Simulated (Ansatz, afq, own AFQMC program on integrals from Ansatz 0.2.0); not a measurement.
Integrals from Ansatz 0.2.0, then the random walk in our own AFQMC program (afq).

```yaml
crystal:
  periodic: [false, false, false]
  atoms:
    - {symbol: Si, position_ang: [-0.016444, 0.082525, -0.138114]}
    - {symbol: H, position_ang: [-0.016444, -1.210622, -0.882846]}
    - {symbol: H, position_ang: [0.930397, -0.773992, 3.282364]}
    - {symbol: H, position_ang: [-0.455765, -0.314887, 1.448940]}
basis:
  gaussian: {orbitals: 6-31G}
total_charge: 1
magnetization: {spin_polarized: true, initial_magnetization: 2}
correlation: {method: ccsd_t, electrons: outside_noble_gas, hamiltonian_folder: ham}
```

```sh
$ ansatz run in.yaml --threads 1 --pin off --events-out ev --progress --plain --max-ram 24576MiB --backend cuda --devices 0, --max-vram 18GiB
```

Options of the walk:

```
--method phaseless --trial cisd --walkers 4000 --populations 20 --least-time 60 --time-step 0.005 --steps-per-block 50 --equilibration-blocks 40 --max-blocks 4000 --target-error 0.00029 --factor-cut 1e-05 --start spin_pure --seed 5670 --release-times 0.24,0.51,0.99,1.62,2.4 --release-step 0.03 --release-every 3 --taylor-order 6
```

Times are imaginary, in 1/Eh. The walk had a cap of 122 s. With eight or more populations the least sampling time is a fifth of least-time, and the error comes from their spread.

```
orbitals 14  electrons 4 2  factors 76 of 237
reference energy -290.16115421 Eh
CCSD correlation -0.05396443 Eh in 12 cycles, weight of the determinant in the CISD state 0.9488
energy of the start -290.215083 Eh
 block  time / (1/Eh)  mean weight  energy / Eh
     1     0.250  1.0001  -290.214955
     2     0.500  1.0000  -290.215007
     3     0.750  1.0000  -290.215130
     4     1.000  1.0000  -290.215267
     5     1.250  0.9999  -290.215377
    10     2.500  1.0000  -290.215889
    19     4.750  1.0000  -290.215991
    29     7.250  1.0000  -290.216238
    39     9.750  1.0000  -290.216153
    49    12.250  1.0001  -290.216093
    59    14.750  1.0000  -290.216263
    65    16.250  1.0001  -290.216288
    69    17.250  0.9999  -290.216135
    79    19.750  0.9997  -290.216143
    89    22.250  1.0001  -290.216247
error from the spread of 20 populations
released: time / (1/Eh)  energy / Eh  error  mean overlap
  0.24  -290.216186  0.000016  1.0002
  0.51  -290.216185  0.000014  1.0002
  0.99  -290.216208  0.000012  1.0009
  1.62  -290.216225  0.000014  1.0001
  2.40  -290.216260  0.000011  0.9991
energy -290.216151 +/- 0.000016 Eh
(rows thinned)
```

(1) Estimate how long the walk took on 1 × NVIDIA H100 80GB HBM3 with 2 threads of AMD EPYC 7R13 Processor (Zen 3) (shared host) (the card was shared).

The run passed its tests (sampling time, drift between the halves within three errors, error under three times the target), which doesn't prove that it has relaxed.

Against this walk (error 0.4 meV) on the same determinant: CCSD(T) 9.1 meV higher, CCSDT(Q) 2.9 meV lower, CCSDTQ 3.0 meV lower, full CI 3.0 meV lower. The error is statistical and leaves out the bias of the constraint. Released to 2.40 1/Eh the energy lies 3.0 ± 0.5 meV (both errors) below the phaseless value, which shows part or all of the bias of the constraint, and full CI lies 0.0 meV below the released value.

Cautions: constraint bias not in the error; lower spins were not checked.

Results:

(1) 25 s of wall time.

CCSDT and higher add their correlation energy to the determinant of the CCSD(T) run, since their own runs factorise the integrals more tightly (a shift of under 2 meV).
